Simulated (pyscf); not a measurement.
HO–Si(F)(F)–F + water (H₂O) → HO–Si(OH)(F)–F + hydrogen fluoride (HF), a four-centre exchange (singlet surface; F–Si, H–O broken, O–Si, F–H formed). Single points on ωB97X-D3(BJ)/def2-SVP structures (PySCF, gas phase). Energies in kJ/mol from the separated reactants.

Small-basis levels: PySCF, no dispersion term, spherical d functions. 

Problem. In single points HF/6-31G* puts the saddle at 138.7 kJ/mol and the reaction energy at +54.4 kJ/mol. Should these be trusted to within a few kcal/mol? Compare with ωB97M-D3(BJ)/def2-TZVP.

Solution. ωB97M-D3(BJ)/def2-TZVP gives ΔE‡ = 88.4 kJ/mol and ΔE = +34.1 kJ/mol. HF/6-31G* lies 50.3 kJ/mol over it in the barrier and 20.3 kJ/mol over it in the reaction energy, so on this step it does not hold to within 12.6 kJ/mol. ωB97M-D3(BJ)/def2-TZVP has limits of its own. On the product side the descent ends in a bound adduct (not fully relaxed), 38.7 kJ/mol under the separated species and 94.4 kJ/mol under the saddle at ωB97X-D3(BJ)/def2-TZVP. This is the saddle that the search found; another between the same sides may lie lower.
